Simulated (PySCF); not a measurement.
Gas-phase reaction: 2 C2H2 (acetylene) + 2 CH3OH = 3 C2H4 + 2 O

Energies from PySCF, thermal terms from the rigid-rotor harmonic-oscillator model, ideal gas at 1 bar. The comparison is the NASA 1993 polynomial table, which mixes measured and estimated data. † marks an energy on the PBE0/def2-TZVP geometry and frequencies. MP2 freezes the core. Open shells (unrestricted): O (multiplicity 3); the rest are closed-shell singlets. Spin-orbit splitting is ignored; it lowers the true energy and changes the entropy of O. B3LYP is the form with VWN-RPA correlation. MP2 isn't extrapolated to the basis-set limit.

MP2/def2-TZVPP† gives ΔH°(298 K) = 643.3 kJ.

Question: What does B3LYP/def2-TZVP† give, and where does the table lie?

Answer: B3LYP/def2-TZVP†: 560.2 kJ. Table: 601.3 kJ.
